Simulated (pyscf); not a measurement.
Single points on ωB97X-D3(BJ)/def2-SVP structures (PySCF, gas phase).

Problem. For H₂C=CH–SiH₃ + hydrogen chloride (HCl) → H₂C=CH–SiH₂–Cl + hydrogen (H₂), a four-centre exchange (singlet surface; H–Si, Cl–H broken, Cl–Si, H–H formed), PBE/def2-TZVP gives ΔE‡ = 117.1 kJ/mol and ΔE = -77.3 kJ/mol (zero: the separated reactants). In which direction and how far do PBE0-D3(BJ)/def2-TZVP, M06-2X/def2-TZVP, ωB97M-D3(BJ)/def2-TZVP move these?

Solution. PBE0-D3(BJ): ΔE‡ = 124.4 kJ/mol, ΔE = -81.0 kJ/mol; M06-2X: ΔE‡ = 137.1 kJ/mol, ΔE = -90.6 kJ/mol; ωB97M-D3(BJ): ΔE‡ = 142.0 kJ/mol, ΔE = -80.4 kJ/mol. PBE's barrier lies under all of them, by 7.3 to 24.9 kJ/mol. Its reaction energy lies over all of them, by 3.2 to 13.3 kJ/mol. This is the saddle that the search found; another between the same sides may lie lower.
